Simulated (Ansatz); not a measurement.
# C₂H₅Si−: single points off equilibrium

Aim: energy, forces and dipole at a frame of a short trajectory, from CCSD(T) and from density functionals.

Program: Ansatz 0.2.0, Gaussian basis. Level of theory: single points in def2-TZVPPD. These are calculated values, not measurements.

Cores are frozen in the correlated methods.

1 further run of the same task is left out (it didn't finish).

## Step 1: The system as given

8 atoms, charge -1, spin multiplicity 1.

Atoms are counted from 1 here; the program's logs count them from 0.

Bond lengths: C1–Si2 1.751 Å, C1–H4 1.100 Å, C1–H5 1.132 Å, Si2–C3 2.052 Å, C3–H6 1.121 Å, C3–H7 1.135 Å, C3–H8 1.087 Å. Angles: Si2–C1–H4 138.5°, Si2–C1–H5 104.5°, H4–C1–H5 116.0°, C1–Si2–C3 107.1°, Si2–C3–H6 98.4°, Si2–C3–H7 110.8°, Si2–C3–H8 113.0°, H6–C3–H7 109.5°, H6–C3–H8 111.5°, H7–C3–H8 112.7°.

Geometry (Å):

```xyz
8
C2H5Si
C    -0.9431    1.1807   -0.7671
Si    0.7299    0.6715   -0.6789
C     0.8124   -0.9047    0.6316
H    -1.9248    0.8534   -0.3950
H    -0.9583    1.9601   -1.5875
H     0.4846   -0.3654    1.5585
H     1.8808   -1.2659    0.7612
H     0.1265   -1.7069    0.3736
```

## Step 2: PBE-D4/def2-TZVPPD

run/in.yaml reads:

```yaml
crystal:
  periodic: [false, false, false]
  atoms:
    - {symbol: C, position_ang: [-0.943146, 1.180712, -0.767054]}
    - {symbol: Si, position_ang: [0.729892, 0.671527, -0.678936]}
    - {symbol: C, position_ang: [0.812382, -0.904697, 0.631619]}
    - {symbol: H, position_ang: [-1.924825, 0.853449, -0.394964]}
    - {symbol: H, position_ang: [-0.958347, 1.960133, -1.587491]}
    - {symbol: H, position_ang: [0.484581, -0.365354, 1.558535]}
    - {symbol: H, position_ang: [1.880754, -1.265853, 0.761192]}
    - {symbol: H, position_ang: [0.126483, -1.706941, 0.373626]}
basis:
  gaussian: {orbitals: "def2-TZVPPD.json"}
total_charge: -1
hamiltonian: {xc: pbe, dispersion: d4}
output: {forces: true}
```

The basis file named in the input lies beside it (Basis Set Exchange, JSON).

Command:

```bash
> ansatz run in.yaml --threads 2 --pin off --events-out ev --progress --plain --max-ram 3481MiB
```

## Step 3: r2SCAN-D4/def2-TZVPPD

run/in.yaml, as its differences from that of step 2:

```diff
@@ -14,3 +14,3 @@
 total_charge: -1
-hamiltonian: {xc: pbe, dispersion: d4}
+hamiltonian: {xc: r2scan, dispersion: d4}
 output: {forces: true}
```

## Step 4: PBE0-D4/def2-TZVPPD

run/in.yaml, as its differences from that of step 3:

```diff
@@ -14,3 +14,3 @@
 total_charge: -1
-hamiltonian: {xc: r2scan, dispersion: d4}
-output: {forces: true}
+hamiltonian: {xc: pbe0, dispersion: d4}
+output: {forces: true, orbitals: {seedname: orbitals}}
```

## Step 5: wB97M-V/def2-TZVPPD

run/in.yaml, as its differences from that of step 4:

```diff
@@ -14,3 +14,3 @@
 total_charge: -1
-hamiltonian: {xc: pbe0, dispersion: d4}
-output: {forces: true, orbitals: {seedname: orbitals}}
+hamiltonian: {xc: {name: wB97M-V}}
+output: {forces: true}
```

## Step 6: CCSD(T)/def2-TZVPPD

run/in.yaml, as its differences from that of step 5:

```diff
@@ -14,3 +14,3 @@
 total_charge: -1
-hamiltonian: {xc: {name: wB97M-V}}
+correlation: {method: ccsd_t}
 output: {forces: true}
```

(Steps that only read results are left out.)

**Question.** What will these runs give? Wanted: RMS force component; RMS force error; HOMO and LUMO, PBE0-D4; T1 diagnostic.

As calculated:

| quantity | value |
| --- | --- |
| RMS force component | 0.579 to 0.639 eV/Å over the methods |
| RMS force error | PBE-D4 0.112, r2SCAN-D4 0.098, PBE0-D4 0.121, wB97M-V 0.154 eV/Å |
| HOMO and LUMO, PBE0-D4 | -0.30 and 4.15 eV |
| T1 diagnostic | 0.014 |

What this shows: The forces of r2SCAN-D4 come nearest to CCSD(T), those of wB97M-V are farthest. Frozen-core CCSD(T) forces in triple zeta carry basis errors of their own, and this is one geometry, so small gaps rank nothing. The restricted Hartree–Fock reference is unstable towards an unrestricted one at one or more of these structures.
